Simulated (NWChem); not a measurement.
Total energies of ethane (C2H6)

SMILES: CC
```xyz
8

C      0.0446    -0.7626     0.0000
C     -0.0446     0.7626     0.0000
H      0.5801    -1.1369     0.8880
H      0.5801    -1.1369    -0.8880
H     -0.9553    -1.2267     0.0000
H     -0.5801     1.1369     0.8880
H     -0.5801     1.1369    -0.8880
H      0.9553     1.2267     0.0000
```
Charge 0, spin multiplicity 1.

Everything below was run with NWChem. Structure: optimised with B3LYP/def2-SVP, a minimum by its harmonic frequencies.

Basis set: cc-pVDZ (58 functions).

| method | total energy (Ha) |
|---|---|
| RHF | -79.23455 |
| MP2 | -79.53745 |
| B2PLYP | -79.72075 |
| PBE | -79.69920 |
| B3LYP | -79.82929 |
| r2SCAN | -79.76935 |
| CCSD(T) | -79.58306 |

Total energies of different functionals aren't comparable as a measure of quality: only differences taken within one method are. 

The correlated methods keep 2 core orbitals frozen. B3LYP has NWChem's definition, with VWN1-RPA local correlation. Coupled-cluster values serve here as a point of comparison, not as the truth.
